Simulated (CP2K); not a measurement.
# One shape, several levels: C2H2S (ethenethione)

Wanted: a comparison of 6 runs (HF/3-21G, B3LYP/6-31G*, AM1, DFTB2-UFF, PM6, GFN1-xTB) of C2H2S (ethenethione). 

The results are computed with CP2K 2026.2.

3 further runs of the same task are left out: 1 that didn't finish, 2 set aside as unsound or not needed.

### Step 1. The system as given

C2H2S has 5 atoms, charge 0, and is taken as a singlet. As SMILES, `C=C=S`. The C1–H5 distance was set to 1.625 Å, away from the relaxed value. At this shape a bond of the SMILES string is far longer than usual.

Bond lengths: C1–C2 1.303 Å, C2–S3 1.551 Å, C1–H4 1.084 Å. Angles: C1–C2–S3 180.0°, C2–C1–H4 120.5°. A long bond or contact: C1–H5 1.625 Å.

### Step 2. A single-point energy at HF/3-21G (run 1)

run.inp reads:

```
&GLOBAL
  PROJECT_NAME run
  RUN_TYPE ENERGY
  PRINT_LEVEL MEDIUM
&END GLOBAL

&FORCE_EVAL
  METHOD Quickstep
  &DFT
    BASIS_SET_FILE_NAME ./3_21g.basis
    POTENTIAL_FILE_NAME POTENTIAL
    CHARGE 0
    MULTIPLICITY 1
    &QS
      METHOD GAPW
      EPS_DEFAULT 1.0E-10
    &END QS
    # real-space grids
    &MGRID
      CUTOFF 280
      REL_CUTOFF 50
      NGRIDS 4
    &END MGRID
    # no periodic images
    &POISSON
      PERIODIC NONE
      POISSON_SOLVER MULTIPOLE
    &END POISSON
    # self-consistent field
    &SCF
      SCF_GUESS ATOMIC
      EPS_SCF 1.0E-07
      MAX_SCF 100
      ADDED_MOS 5
      &DIAGONALIZATION
        ALGORITHM STANDARD
      &END DIAGONALIZATION
      &MIXING
        METHOD DIRECT_P_MIXING
        ALPHA 0.4
      &END MIXING
    &END SCF
    &XC
      &XC_FUNCTIONAL NONE
      &END XC_FUNCTIONAL
      &HF
        FRACTION 1
        &SCREENING
          EPS_SCHWARZ 1.0E-10
          SCREEN_ON_INITIAL_P F
        &END SCREENING
        &INTERACTION_POTENTIAL
          POTENTIAL_TYPE COULOMB
        &END INTERACTION_POTENTIAL
        &MEMORY
          MAX_MEMORY 1050
        &END MEMORY
      &END HF
    &END XC
    &PRINT
      &MOMENTS
        PERIODIC F
        REFERENCE COM
        MAX_MOMENT 1
      &END MOMENTS
      &MO ON
        ENERGIES T
        OCCUPATION_NUMBERS T
        NDIGITS 6
        &EACH
          QS_SCF 0
        &END EACH
        ADD_LAST NUMERIC
      &END MO
      &LOWDIN ON
      &END LOWDIN
      &HIRSHFELD OFF
      &END HIRSHFELD
    &END PRINT
  &END DFT
  &SUBSYS
    &CELL
      ABC [angstrom] 10.4 9.2 8.8
      PERIODIC NONE
    &END CELL
    &COORD
      C      0.480232     0.108238    -0.297227
      C     -0.688568     0.639888    -0.519317
      S     -2.079718     1.272588    -0.783567
      H      1.331982     0.374118    -0.912167
      H      0.684170    -0.964520     0.906870
    &END COORD
    &TOPOLOGY
      &CENTER_COORDINATES
      &END CENTER_COORDINATES
    &END TOPOLOGY
    &KIND C
      BASIS_SET 3-21G
      POTENTIAL ALL
      LEBEDEV_GRID 194
      RADIAL_GRID 100
    &END KIND
    &KIND S
      BASIS_SET 3-21G
      POTENTIAL ALL
      LEBEDEV_GRID 194
      RADIAL_GRID 100
    &END KIND
    &KIND H
      BASIS_SET 3-21G
      POTENTIAL ALL
      LEBEDEV_GRID 194
      RADIAL_GRID 100
    &END KIND
  &END SUBSYS
&END FORCE_EVAL
```

Command:

```bash
OMP_NUM_THREADS=1 cp2k.psmp -i run.inp > run.out 2>&1
```

Standard output:

```text
CP2K| version string:                                       CP2K version 2026.2
[...]
 GLOBAL| Method name                                                        CP2K
[...]
 GLOBAL| Run type                                                         ENERGY
[...]
 DFT| Spin restricted Kohn-Sham (RKS) calculation                            RKS
 DFT| Multiplicity                                                             1
[...]
 DFT| Charge                                                                   0
[...]
 QS| Method:                                                                GAPW
[...]
 QS| Density cutoff [a.u.]:                                                140.0
[...]
 QS| Relative density cutoff [a.u.]:                                        25.0
[...]
                             - Atoms:                                          5
[...]
                             - Spherical basis functions:                     35
[...]
 Number of electrons:                                                         30
[...]
     1 P_Mix/Diag. 0.40E+00    0.5     0.53867818      -472.5644896849 -4.73E+02
[...]
    20 DIIS/Diag.  0.12E-06    0.2     0.00000010      -471.8843366055  1.71E-13
  *** SCF run converged in    20 steps ***
[...]
  Overlap energy of the core charge distribution:               0.00001238892125
  Self energy of the core charge distribution:               -232.98993328468120
  Core Hamiltonian energy:                                   -240.27406196456349
  Hartree energy:                                              72.67826862449286
  Exchange-correlation energy:                                  0.00000000000000
  Hartree-Fock Exchange energy:                               -35.79753638783196
[...]
 ENERGY| Total FORCE_EVAL ( QS ) energy [hartree]           -471.884336605525391
[...]
```

It took 5.1 s on 1 thread of Arm Neoverse V2, shared host; peak memory 0.45 GiB.

### Step 3. A single-point energy at B3LYP/6-31G(d) (spherical functions) (run 2)

molecule.xyz reads:

```xyz
5

C      0.480232     0.108238    -0.297227
C     -0.688568     0.639888    -0.519317
S     -2.079718     1.272588    -0.783567
H      1.331982     0.374118    -0.912167
H      0.684170    -0.964520     0.906870
```

run.inp reads:

```
&GLOBAL
   PROJECT_NAME run
   RUN_TYPE ENERGY
   PRINT_LEVEL MEDIUM
&END GLOBAL

&FORCE_EVAL
   METHOD QUICKSTEP
   &DFT
      BASIS_SET_FILE_NAME ./6_31gs.basis
      POTENTIAL_FILE_NAME POTENTIAL
      ! Quickstep
      &QS
         METHOD GAPW
         EPS_DEFAULT 1.0E-10
      &END QS
      &MGRID
         CUTOFF 280
         REL_CUTOFF 50
         NGRIDS 4
      &END MGRID
      ! no periodic images
      &POISSON
         PERIODIC NONE
         POISSON_SOLVER MULTIPOLE
      &END POISSON
      &SCF
         SCF_GUESS ATOMIC
         EPS_SCF 1.0E-07
         MAX_SCF 80
         ADDED_MOS 5
         &DIAGONALIZATION
            ALGORITHM STANDARD
         &END DIAGONALIZATION
         &MIXING
            METHOD DIRECT_P_MIXING
            ALPHA 0.4
         &END MIXING
      &END SCF
      &XC
         &XC_FUNCTIONAL
            &HYB_GGA_XC_B3LYP
            &END HYB_GGA_XC_B3LYP
         &END XC_FUNCTIONAL
         ! exact exchange
         &HF
            FRACTION 0.2
            &SCREENING
               EPS_SCHWARZ 1.0E-10
            &END SCREENING
            &MEMORY
               MAX_MEMORY 1050
            &END MEMORY
         &END HF
      &END XC
      &PRINT
         &MOMENTS
            PERIODIC F
            REFERENCE COM
            MAX_MOMENT 1
         &END MOMENTS
         &MO ON
            ENERGIES T
            OCCUPATION_NUMBERS T
            NDIGITS 6
            &EACH
               QS_SCF 0
            &END EACH
            ADD_LAST NUMERIC
         &END MO
         &LOWDIN ON
         &END LOWDIN
         &HIRSHFELD OFF
         &END HIRSHFELD
         &MO_MOLDEN ON
            NDIGITS 8
         &END MO_MOLDEN
      &END PRINT
   &END DFT
   ! atoms, cell and kinds
   &SUBSYS
      &CELL
         ABC 10.4 9.2 8.8
         PERIODIC NONE
      &END CELL
      &TOPOLOGY
         COORD_FILE_NAME molecule.xyz
         COORD_FILE_FORMAT XYZ
         &CENTER_COORDINATES
         &END CENTER_COORDINATES
      &END TOPOLOGY
      &KIND C
         BASIS_SET 6-31Gs
         POTENTIAL ALL
         LEBEDEV_GRID 194
         RADIAL_GRID 100
      &END KIND
      &KIND S
         BASIS_SET 6-31Gs
         POTENTIAL ALL
         LEBEDEV_GRID 194
         RADIAL_GRID 100
      &END KIND
      &KIND H
         BASIS_SET 6-31Gs
         POTENTIAL ALL
         LEBEDEV_GRID 194
         RADIAL_GRID 100
      &END KIND
   &END SUBSYS
&END FORCE_EVAL
```

Command:

```bash
OMP_NUM_THREADS=1 cp2k.psmp run.inp > run.out
```

Standard output:

```text
CP2K| version string:                                       CP2K version 2026.2
[...]
 GLOBAL| Method name                                                        CP2K
[...]
 GLOBAL| Run type                                                         ENERGY
[...]
 DFT| Spin restricted Kohn-Sham (RKS) calculation                            RKS
 DFT| Multiplicity                                                             1
[...]
 DFT| Charge                                                                   0
[...]
 FUNCTIONAL| HYB_GGA_XC_B3LYP:
[...]
 QS| Method:                                                                GAPW
[...]
 QS| Density cutoff [a.u.]:                                                140.0
[...]
 QS| Relative density cutoff [a.u.]:                                        25.0
[...]
                             - Atoms:                                          5
[...]
                             - Spherical basis functions:                     50
[...]
 Number of electrons:                                                         30
[...]
     1 P_Mix/Diag. 0.40E+00    2.2     0.45078315      -475.9131074020 -4.76E+02
[...]
    17 DIIS/Diag.  0.73E-07    0.9     0.00000003      -475.4715477867 -3.41E-13
  *** SCF run converged in    17 steps ***
[...]
  Overlap energy of the core charge distribution:               0.00001238892125
  Self energy of the core charge distribution:               -232.98993328468120
  Core Hamiltonian energy:                                   -242.35092568377749
  Hartree energy:                                              61.69284261042176
  Exchange-correlation energy:                                 -5.81207496099407
  Hartree-Fock Exchange energy:                                -7.17884709446358
[...]
 ENERGY| Total FORCE_EVAL ( QS ) energy [hartree]           -475.471547786656288
[...]
```

Wall time 18 s (1 thread of Arm Neoverse V2, shared host); peak memory 0.5 GiB.

Runs 3 to 5 aren't shown in full; the table further down has their settings and results.

### Step 4. The energy at GFN1-xTB (run 6)

molecule.inp reads:

```
&GLOBAL
   PROJECT molecule
   RUN_TYPE ENERGY
   PRINT_LEVEL MEDIUM
&END GLOBAL

&FORCE_EVAL
   METHOD QUICKSTEP
   &DFT
      ! Quickstep
      &QS
         METHOD XTB
         EPS_DEFAULT 1.0E-10
         &XTB
            GFN_TYPE TBLITE
            &TBLITE
               METHOD GFN1
            &END TBLITE
            CHECK_ATOMIC_CHARGES F
         &END XTB
      &END QS
      &POISSON
         PERIODIC NONE
         POISSON_SOLVER ANALYTIC
      &END POISSON
      &SCF
         SCF_GUESS ATOMIC
         EPS_SCF 1.0E-07
         MAX_SCF 150
         ADDED_MOS 8
         &DIAGONALIZATION
            ALGORITHM STANDARD
         &END DIAGONALIZATION
         &MIXING
            METHOD DIRECT_P_MIXING
            ALPHA 0.4
         &END MIXING
         &SMEAR ON
            METHOD FERMI_DIRAC
            ELECTRONIC_TEMPERATURE [K] 300
         &END SMEAR
      &END SCF
      ! extra output
      &PRINT
         &MOMENTS
            PERIODIC F
            REFERENCE COM
            MAX_MOMENT 1
         &END MOMENTS
         &MO ON
            ENERGIES T
            OCCUPATION_NUMBERS T
            NDIGITS 6
            &EACH
               QS_SCF 0
            &END EACH
            ADD_LAST NUMERIC
         &END MO
         &HIRSHFELD OFF
         &END HIRSHFELD
      &END PRINT
   &END DFT
   ! atoms, cell and kinds
   &SUBSYS
      ! box in angstrom
      &CELL
         ABC 15.4 14.2 13.8
         PERIODIC NONE
      &END CELL
      &COORD
         C      8.554100     7.054204     6.605422
         C      7.385300     7.585854     6.383332
         S      5.994150     8.218554     6.119082
         H      9.405850     7.320084     5.990482
         H      8.758038     5.981446     7.809518
      &END COORD
   &END SUBSYS
&END FORCE_EVAL
```

Command:

```bash
OMP_NUM_THREADS=1 cp2k.psmp -i molecule.inp -o molecule.out
```

Standard output:

```text
CP2K| version string:                                       CP2K version 2026.2
[...]
 GLOBAL| Method name                                                        CP2K
[...]
 GLOBAL| Run type                                                         ENERGY
[...]
                             - Atoms:                                          5
[...]
                             - Spherical basis functions:                     21
[...]
 Number of electrons:                                                         16
[...]
  *** SCF run converged in    13 steps ***
[...]
  Fermi energy:                                                -0.35502133834118
[...]
 TB_DIPOLE| Moment [Debye]          0.76770587      -0.36211832       0.16127030
 TB_DIPOLE| Derivative [a.u.]       0.00000000       0.00000000       0.00000000
[...]
 ENERGY| Total FORCE_EVAL ( QS ) energy [hartree]             -8.847145777246071
[...]
```

Run time: 0.22 s. Hardware: 1 thread of Arm Neoverse V2, shared host.

### Step 5. All runs side by side

| run | level | iteration cap | properties | energy (Eh) | dipole moment (D) | HOMO energy (eV) | LUMO energy (eV) | wall time |
| --- | --- | --- | --- | --- | --- | --- | --- | --- |
| 1 | HF/3-21G | 100 | (lowdin) | -471.884337 | 2.18 | -8.92 | 0.86 | 5.1 s |
| 2 | B3LYP/6-31G* (spherical functions) | 80 | (lowdin, molden) | -475.471548 | 1.29 | -6.18 | -2.82 | 18 s |
| 3 | AM1 | 80 | – | -17.419149 | 2.31 | -8.39 | -1.09 | 0.22 s |
| 4 | DFTB2-UFF | 40 | – | -6.472023 | 1.29 | – | – | 0.4 s |
| 5 | PM6 | 40 | – | -16.260383 | 2.12 | – | – | 0.64 s |
| 6 | GFN1-xTB | 150 | – | -8.847146 | 0.86 | -10.86 | -8.76 | 0.22 s |

### Step 6. What came out

| quantity | value |
| --- | --- |
| run 6: total energy | -8.84715 Eh |
| run 6: dipole moment (from atomic charges alone) | 0.86 D |
| run 6: HOMO energy | -10.86 eV |
| run 6: LUMO energy | -8.76 eV |
| run 6: HOMO–LUMO gap | 2.10 eV |
| run 6: dispersion energy | -3.62 kJ/mol |

In words: The dipole moment (its size) runs from 0.86 D (GFN1-xTB) to 2.31 D (AM1). Some of these are taken from atomic charges alone. Over runs 1, 2, 3, 6 the HOMO–LUMO gap runs from 2.10 eV (GFN1-xTB) to 9.78 eV (HF/3-21G). The two ends differ in method and basis and Hamiltonian. Force-field and semi-empirical energies have zeros of their own, so their totals don't compare. All runs together took 25 s, the longest 18 s.
